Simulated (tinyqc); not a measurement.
Worked calculation: coupled-perturbed Hartree-Fock on RHF in the sto-3g basis, for H2O, spin multiplicity 1. One step of it, computed by the program tinyqc.

Problem. Coupled step 1. U_ai = -(mu_ai + sum_bj [4 (ai|bj) - (ab|ij) - (aj|bi)] U_bj) / (e_a - e_i); alpha = -4 sum U_ai mu_ai.

uncoupled U:
```
           i1        i2        i3        i4        i5
a6  -0.002160  0.013826  0.000000  0.684902  0.000000
a7   0.000000  0.000000  0.640273  0.000000  0.000000
```

dipole integrals <a|z|i> (bohr):
```
          i1         i2         i3         i4        i5
a6  0.044736  -0.022675   0.000000  -0.595664  0.000000
a7  0.000000   0.000000  -0.701339   0.000000  0.000000
```

orbital energies (hartree): MO1 -20.265267, MO2 -1.196375, MO3 -0.535057, MO4 -0.426029, MO5 -0.386053, MO6 0.443679, MO7 0.560318

Two-electron integrals over orbitals (pq|rs), unique and non-zero (hartree):
```
(11|11) 4.747074    (21|11) -0.431567   (21|21) 0.061955    (22|11) 1.024396
(22|21) -0.015699   (22|22) 0.724446    (31|31) 0.010420    (32|31) 0.016521
(32|32) 0.127887    (33|11) 0.752163    (33|21) -0.004712   (33|22) 0.608104
(33|33) 0.584749    (41|11) 0.158824    (41|21) -0.021172   (41|22) 0.011669
(41|33) 0.005270    (41|41) 0.023597    (42|11) -0.146936   (42|21) 0.007735
(42|22) -0.028291   (42|33) 0.003896    (42|41) 0.018758    (42|42) 0.130145
(43|31) -0.002252   (43|32) 0.029375    (43|43) 0.056927    (44|11) 0.927775
(44|21) -0.010976   (44|22) 0.659667    (44|33) 0.559433    (44|41) -0.008520
(44|42) -0.092273   (44|44) 0.693654    (51|51) 0.025954    (52|51) 0.033389
(52|52) 0.151672    (53|53) 0.025831    (54|51) -0.011432   (54|52) -0.042698
(54|54) 0.046984    (55|11) 1.115360    (55|21) -0.012231   (55|22) 0.756499
(55|33) 0.595050    (55|41) 0.004469    (55|42) -0.079881   (55|44) 0.686249
(55|55) 0.880159    (61|11) -0.191973   (61|21) 0.029195    (61|22) -0.002538
(61|33) 0.000528    (61|41) 0.003508    (61|42) 0.020629    (61|44) -0.014988
(61|55) -0.005252   (61|61) 0.024894    (62|11) 0.258923    (62|21) -0.006094
(62|22) 0.128130    (62|33) 0.062883    (62|41) 0.018284    (62|42) 0.034656
(62|44) 0.060929    (62|55) 0.137896    (62|61) 0.010126    (62|62) 0.093075
(63|31) 0.002388    (63|32) -0.038349   (63|43) -0.040294   (63|63) 0.077672
(64|11) 0.276156    (64|21) -0.003683   (64|22) 0.132657    (64|33) 0.048552
(64|41) 0.001328    (64|42) -0.048190   (64|44) 0.132844    (64|55) 0.153917
(64|61) -0.001718   (64|62) 0.060237    (64|64) 0.100718    (65|51) 0.012756
(65|52) 0.050201    (65|54) 0.006609    (65|65) 0.033606    (66|11) 0.770916
(66|21) -0.007418   (66|22) 0.586491    (66|33) 0.542401    (66|41) 0.017194
(66|42) 0.046647    (66|44) 0.539827    (66|55) 0.572230    (66|61) 0.008557
(66|62) 0.088905    (66|64) 0.053614    (66|66) 0.574302    (71|31) 0.014193
(71|32) 0.021512    (71|43) -0.003107   (71|63) 0.002744    (71|71) 0.019358
(72|31) 0.014936    (72|32) 0.057090    (72|43) -0.028595   (72|63) 0.028512
(72|71) 0.019481    (72|72) 0.069616    (73|11) 0.372718    (73|21) -0.006932
(73|22) 0.169906    (73|33) 0.088209    (73|41) -0.000173   (73|42) -0.075694
(73|44) 0.141937    (73|55) 0.205340    (73|61) -0.005425   (73|62) 0.067015
(73|64) 0.103663    (73|66) 0.045003    (73|73) 0.160454    (74|31) -0.007847
(74|32) -0.070555   (74|43) -0.015667   (74|63) 0.056732    (74|71) -0.010725
(74|72) -0.017471   (74|74) 0.070571    (75|53) 0.023938    (75|75) 0.025392
(76|31) 0.007377    (76|32) 0.084364    (76|43) 0.064560    (76|63) -0.068778
(76|71) 0.009863    (76|72) -0.002516   (76|74) -0.060445   (76|76) 0.112837
(77|11) 0.836994    (77|21) -0.008949   (77|22) 0.606796    (77|33) 0.576542
(77|41) 0.003550    (77|42) -0.019927   (77|44) 0.575173    (77|55) 0.607839
(77|61) -0.003594   (77|62) 0.060038    (77|64) 0.053760    (77|66) 0.544597
(77|73) 0.098651    (77|77) 0.592822
```

Give: U after step 1; polarisability.

Solution.

U after step 1:
```
         i1       i2      i3      i4      i5
a6  -0.0005  -0.1001  0.0000  0.6539  0.0000
a7   0.0000   0.0000  0.5105  0.0000  0.0000
```

polarisability = 2.9811 bohr^3
